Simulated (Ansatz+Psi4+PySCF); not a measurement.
The numbers below are computed, except where a source is named.
A run of Psi4 1.11 on doublet ClNO(+) at this shape:

```xyz
3

Cl   -0.5278   -0.9612   -0.0015
N    -0.0080    0.9985   -0.0059
O     1.1368    1.1782   -0.0020
```

Its results:

- Converged: yes
- Total energy: -588.39083 hartree
- Spin squared of the determinant: 1.150
- Occupied orbitals by symmetry in an Abelian subgroup (alpha; beta): 13 Ap 3 App; 12 Ap 3 App

Which input gives this output? Name the method, the orbitals and the basis set, and write the input.

UHF in cc-pVTZ on N, O; cc-pV(T+d)Z on Cl.

```
molecule {
1 2
Cl -0.527840 -0.961240 -0.001500
N -0.007970 0.998540 -0.005850
O 1.136840 1.178200 -0.002030
}

basis {
assign Cl cc-pV(T+d)Z
assign N cc-pVTZ
assign O cc-pVTZ
}
set reference uhf
set scf_type pk
energy('scf')
```

This is not the lowest solution: another run reaches a determinant 0.03 eV lower. Caution: the unrestricted determinant is spin contaminated.
